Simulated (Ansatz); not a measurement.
The input, for Ansatz 0.2.0:

```yaml
crystal:
  periodic: [false, false, false]
  atoms:
    - {symbol: B, position_ang: [0.064568, 0.023749, 0.776631]}
    - {symbol: B, position_ang: [-0.100306, 0.032123, -0.727434]}
    - {symbol: F, position_ang: [-0.023685, -0.000301, -2.020532]}
    - {symbol: H, position_ang: [0.059423, -0.055571, 1.971336]}
basis:
  gaussian: {orbitals: STO-3G}
correlation: {method: fic_mrcisd_q, electrons: outside_noble_gas, active_space: {window: {electrons: 2, orbitals: 200}}}
```

```sh
$ ansatz run in.yaml --threads 1 --pin off --events-out ev --progress --plain --max-ram 2393MiB
```

Q: One thing in this input was set wrong on purpose, beside settings that are merely unusual. What is the gravest fault, and what does the program do?

A: Impossible active window. How the run ends: stopped by an error.
```
211 factors; integrals over basis functions are off by at most 2.1e-4 eV
mean field evaluation 1: about -4004.4894 eV, gradient 1.8e1 eV
mean field evaluation 2: about -4004.5111 eV, gradient 1.8e1 eV
mean field evaluation 4: about -4005.8295 eV, gradient 1.5e0 eV
mean field evaluation 8: about -4005.8427 eV, gradient 2.1e-2 eV
mean field evaluation 16: about -4005.8416 eV, gradient 5.7e-1 eV
mean field evaluation 32: about -4005.8028 eV, gradient 5.8e-2 eV
a density is far from that of the atoms, so the factors are made again for it
219 factors; integrals over basis functions are off by at most 3.3e-5 eV
mean field evaluation 64: about -4005.8428 eV, gradient 8.5e-7 eV
mean field evaluation 96: about -4005.8559 eV, gradient 2.6e-2 eV
mean field -4005.84282696 eV, -147.2120086331 hartree, gradient 1.5e-6 eV, S^2 0.000000; 5 other end points of the search recorded, 0 dependent functions left out; unrestricted orbitals would lower it
reference -4005.84282696 eV, -147.2120086331 hartree; 10, 10 occupied and 6, 6 virtual orbitals, 219 factors
Error: 2 electrons in 200 orbitals form no window around the highest filled level of the reference
```
